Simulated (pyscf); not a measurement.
Routes from `[O]=[Si]` [singlet] + `[NH3]`

Candidate steps break at most two bonds and form at most two. Each was searched with GFN2-xTB (tblite) first. PySCF, gas phase, ωB97X-D3(BJ)/def2-SVP geometries. Energies: ωB97M-D3(BJ)/def2-TZVP, kcal/mol, from the separated reactants, singlet surface; ΔG‡ with ideal gas, 1 atm, RRHO with modes under 100 cm⁻¹ raised to 100, one conformer, R ln 2 for chiral ones without a mode under 150 cm⁻¹.

| products | type | ΔE‡ | ΔE | ΔG‡ 298 K | ΔG‡ 900 K | ν‡ (cm⁻¹) |
|---|---|---|---|---|---|---|
| H₂N–Si:–OH [singlet] | addition across a multiple bond or ene-type step | 6.8 | -31.0 | 14.5 | 34.1 | 1523i |
| H₂N–SiH=O | insertion | 46.3 | -23.6 | 52.4 | 70.0 | 1645i |
| HN=Si=O + H₂ | concerted two-bond exchange | 89.4 | +41.7 | 91.5 | 107.2 | 1400i |

Row 1: On the reactant side the descent ends in a bound adduct, 11.6 kcal/mol under the separated species and 16.4 kcal/mol under the saddle at ωB97X-D3(BJ)/def2-TZVP. On the product side the descent ends in a point that may be a rotor saddle (no frequency run), 1.9 kcal/mol over the lowest minimum found and 37.1 kcal/mol under the saddle at ωB97X-D3(BJ)/def2-TZVP. Row 2: On the reactant side the descent ends in a bound adduct (not fully relaxed), 11.6 kcal/mol under the separated species and 55.1 kcal/mol under the saddle at ωB97X-D3(BJ)/def2-TZVP. Row 3: On the reactant side the descent ends in a bound adduct, 11.6 kcal/mol under the separated species and 100.8 kcal/mol under the saddle at ωB97X-D3(BJ)/def2-TZVP. 

Plain bond fissions and candidates not yet searched are not listed, and one of them may be faster. Each barrier is that of the saddle found; lower ones may exist. A restricted solution here is unstable towards spin polarisation, so biradical character is likely and single-reference numbers are less safe.
